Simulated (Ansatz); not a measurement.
# C4H6F: the cost of one run

Computed with Ansatz 0.2.0 through its Python package. Level of theory: PBE0/cc-pVDZ.

## (1) The system

The script builds its own geometries from the SMILES C=C[C+](C)F.

The script holds or builds the structure itself.

## (2) Script

File conformers_c4h6f.py:

```python
# -*- coding: utf-8 -*-
"""Conformer energies of C4H6F(+)."""

import ansatz as az
from rdkit import Chem
from rdkit.Chem import AllChem

BASIS = "cc-pVDZ"
XC = "PBE0"
CHARGE = 1

rd = Chem.AddHs(Chem.MolFromSmiles("C=C[C+](C)F"))
ids = list(AllChem.EmbedMultipleConfs(rd, numConfs=20, randomSeed=623, pruneRmsThresh=0.4))
field = [energy for _, energy in AllChem.MMFFOptimizeMoleculeConfs(rd)]
distinct = {round(e, 2): i for i, e in zip(ids, field)}
chosen = sorted(distinct.items())[:5]
found = []
for force_field, index in chosen:
    mol = az.Crystal.molecule()
    for atom, xyz in zip(rd.GetAtoms(), rd.GetConformer(index).GetPositions()):
        mol = mol.atom(atom.GetSymbol(), xyz.round(5).tolist())
    model = mol.calculation().basis(gaussian=BASIS).functional(XC).charge(CHARGE)
    found.append(model.run(threads=1).report["free_energy_ev"])
print("conformer   MMFF (kcal/mol)   this level (kJ/mol)")
for (force_field, index), e in zip(chosen, found):
    print(f"{index:9d} {force_field - chosen[0][0]:17.2f} {96.485332 * (e - min(found)):17.3f}")
```

## (3) The calls as engine input

The package turns the script's settings into the engine's input (first run):

```yaml
crystal:
  periodic: [false, false, false]
  atoms:
    - { symbol: C, position_ang: [1.64358, -0.44096, -0.20701] }
    - { symbol: C, position_ang: [0.91741, 0.41216, 0.52484] }
    - { symbol: C, position_ang: [-0.51224, 0.56388, 0.47937] }
    - { symbol: C, position_ang: [-1.40772, -0.22388, -0.40789] }
    - { symbol: F, position_ang: [-1.04615, 1.48854, 1.30679] }
    - { symbol: H, position_ang: [2.72323, -0.47572, -0.09503] }
    - { symbol: H, position_ang: [1.20063, -1.12017, -0.92756] }
    - { symbol: H, position_ang: [1.42371, 1.06764, 1.23087] }
    - { symbol: H, position_ang: [-1.33316, -1.29357, -0.19003] }
    - { symbol: H, position_ang: [-2.44777, 0.0793, -0.25342] }
    - { symbol: H, position_ang: [-1.16153, -0.05723, -1.46093] }
basis:
  gaussian:
    orbitals: cc-pVDZ
hamiltonian:
  xc: pbe0
total_charge: 1.0
```

## (4) Running it

The run is started by

```bash
> python conformers_c4h6f.py
```

What time and memory should one allow on 1 thread of Arm Neoverse V2, shared host?

About 4.9 s, with a peak of 0.3 GiB.
